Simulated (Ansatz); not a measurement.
**bcc Ba**

These are PBE (PAW; Ansatz, a quantum-chemistry and plane-wave program) values and carry that method's errors.

Numerical settings: plane-wave cutoff 520 eV, 18×18×18 k mesh, Fermi–Dirac smearing 0.035 eV (set by the program), scalar-relativistic PAW data made under PBE.

Cell: measured lattice: a = b = c = 5.0250 Å, α = β = γ = 90.00°.

For bcc Ba, the elastic constant C11 is 11.8 GPa and the elastic constant C12 comes out as 7.20 GPa. The elastic constant C44 is 10.4 GPa. The voigt–Reuss–Hill bulk modulus comes out as 8.72 GPa. The polycrystal shear modulus (Hill average) comes out as 5.72 GPa, the Young modulus comes out as 14.1 GPa and the Poisson ratio is 0.231.

Note: the cell isn't this level's own, so it is under some stress, which shifts stiffness and frequencies.

Elastic constants are with the ions relaxed.

Spin–orbit coupling is not included.

Computed values are for the static lattice.
